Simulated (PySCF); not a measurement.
Run record for `CCC(Cl)(Cl)Cl` (1,1,1-trichloropropane): HCTH407/STO-3G, damping 0.1 at the start, DIIS from the seventh cycle, fitting basis def2-universal-jkfit, TDA, 25 singlets.

Method: TDA HCTH407/STO-3G, vertical, gas phase, core orbitals frozen in the response (PySCF 2.14.0, density-fitted response routines). Geometry: GFN2-xTB. A driver script takes a list of jobs; this job's settings line and coordinates (Å) are shown.

Command:
```bash
OMP_NUM_THREADS=1 python probes_run.py task.json out
```

Input:
```
{"job": {"kind": "uv", "xc": "HCTH407", "basis": "STO-3G", "nstates": 25, "ntriplets": 0, "tda": true, "scf": {"damp": 0.1, "aux": "def2-universal-jkfit"}}, "charge": 0, "multiplicity": 1}
C     -1.306631     0.227872     0.390570
C     -0.082982    -0.639782     0.121788
C      1.192873     0.170483    -0.019728
Cl     1.084547     1.314250    -1.375097
Cl     2.571761    -0.918906    -0.328894
Cl     1.542906     1.090012     1.459646
H     -1.184653     0.788036     1.313347
H     -1.466577     0.928735    -0.423940
H     -2.185010    -0.404931     0.481789
H      0.061049    -1.347252     0.941075
H     -0.221860    -1.205847    -0.801590
```

Task: What does the run print?

Result: 
```
damping 0.10 in the first 6 cycles
final grid: 95728 points
cycle   1  E = -1481.7049944504  dE = -2.696e-01  |g| = 5.988e-01  |ddm| = 4.241e+00
cycle   2  E = -1481.4842779178  dE =  2.207e-01  |g| = 1.055e+00  |ddm| = 2.285e+00
cycle   3  E = -1481.2415934763  dE =  2.427e-01  |g| = 1.222e+00  |ddm| = 3.206e+00
cycle   4  E = -1480.3037409215  dE =  9.379e-01  |g| = 2.064e+00  |ddm| = 4.685e+00
cycle   5  E = -1480.3092948669  dE = -5.554e-03  |g| = 1.724e+00  |ddm| = 5.489e+00
cycle   6  E = -1477.8456809947  dE =  2.464e+00  |g| = 2.855e+00  |ddm| = 7.128e+00
cycle   7  E = -1476.4586192679  dE =  1.387e+00  |g| = 3.200e+00  |ddm| = 8.777e+00
cycle   8  E = -1481.4152195792  dE = -4.957e+00  |g| = 1.085e+00  |ddm| = 5.902e+00
cycle   9  E = -1481.7836915901  dE = -3.685e-01  |g| = 3.992e-01  |ddm| = 1.964e+00
cycle  10  E = -1481.8280106894  dE = -4.432e-02  |g| = 9.391e-02  |ddm| = 5.938e-01
cycle  11  E = -1481.8304484643  dE = -2.438e-03  |g| = 3.857e-02  |ddm| = 1.177e-01
cycle  12  E = -1481.8309012757  dE = -4.528e-04  |g| = 9.812e-03  |ddm| = 4.348e-02
cycle  13  E = -1481.8309291001  dE = -2.782e-05  |g| = 2.851e-03  |ddm| = 1.198e-02
cycle  14  E = -1481.8309316599  dE = -2.560e-06  |g| = 4.950e-04  |ddm| = 3.874e-03
cycle  15  E = -1481.8309317420  dE = -8.207e-08  |g| = 3.345e-05  |ddm| = 7.894e-04
cycle  16  E = -1481.8309317425  dE = -4.757e-10  |g| = 5.511e-06  |ddm| = 8.167e-05
converged SCF energy = -1481.8309317425

Static polarisability (au): isotropic 29.075, principal 22.982 31.427 32.815

Singlet excitations
state   eV       nm        f      main configurations
  1   6.8177    181.9   0.00003   H->L 0.98
  2   7.2298    171.5   0.00769   H-1->L 0.84
  3   7.2531    170.9   0.00833   H-2->L 0.83, H->L+1 0.10
  4   7.3946    167.7   0.00154   H-3->L 0.90
  5   7.7335    160.3   0.00141   H-4->L 0.49, H->L+1 0.44
  6   7.7880    159.2   0.00078   H-5->L 0.57, H->L+2 0.36
  7   8.0564    153.9   0.00007   H-2->L+1 0.53, H-1->L+2 0.42
  8   8.1670    151.8   0.00031   H-4->L 0.35, H->L+1 0.31, H-3->L+2 0.19
  9   8.2051    151.1   0.00082   H->L+2 0.35, H-3->L+1 0.35, H-5->L 0.20
 10   8.2205    150.8   0.00607   H-1->L+1 0.81
 11   8.2771    149.8   0.01811   H-1->L+2 0.39, H-2->L+1 0.31, H->L+1 0.10
 12   8.3619    148.3   0.00696   H-2->L+2 0.76
 13   8.6645    143.1   0.01216   H-3->L+1 0.46, H-5->L 0.20, H->L+2 0.11
 14   8.6710    143.0   0.00072   H-3->L+2 0.68, H-4->L 0.12
 15   9.0170    137.5   0.00176   H-4->L+1 0.53, H-6->L 0.41
 16   9.0240    137.4   0.00251   H-5->L+1 0.53, H-4->L+2 0.39
 17   9.1025    136.2   0.00002   H-5->L+2 0.45, H-6->L 0.38, H-4->L+1 0.14
 18   9.2897    133.5   0.04550   H-4->L+2 0.35, H-7->L 0.25, H-5->L+1 0.21
 19   9.5489    129.8   0.09263   H-5->L+2 0.39, H-4->L+1 0.18, H-6->L 0.14
 20   9.5546    129.8   0.01747   H-7->L 0.69, H-8->L 0.14
 21  10.0984    122.8   0.06781   H-8->L 0.63, H-6->L+2 0.13
 22  10.1639    122.0   0.03237   H-6->L+1 0.87
 23  10.3776    119.5   0.05413   H-6->L+2 0.65, H-7->L+1 0.17
 24  10.6281    116.7   0.05643   H-7->L+1 0.76, H-6->L+2 0.16
 25  10.6783    116.1   0.01522   H-7->L+2 0.93
```

H and L stand for HOMO and LUMO; the number after each pair is its weight.

Task: Give S1 in cm⁻¹ and kJ/mol.

Result: 6.8177 eV × 8065.54 = 54988 cm⁻¹; × 96.485 = 657.8 kJ/mol.

Task: Give the mean polarisability as a volume in Å³, and the ratio of the largest to the smallest principal value.

Result: 29.075 au × 0.148185 = 4.31 Å³; 32.815/22.982 = 1.43.

In short: SCF converged in 16 cycles with 47 basis and 699 fitting functions; HOMO -6.14 eV, LUMO 0.45 eV; lowest singlet 6.82 eV; mean polarisability 29.1 au.

Task: Estimate the wall time. Hardware: Arm Neoverse V2, one thread, no GPU, shared host with 32 logical CPUs at a one-minute load of 12. And the peak memory of the process?

Result: About 5.3 s, with 0.32 GiB resident at the peak, the Python interpreter and its libraries included.

Conformer computed: `[CH3:1][CH2:2][C:3]([Cl:4])([Cl:5])[Cl:6]`: C1–C2–C3–Cl4 -61°.
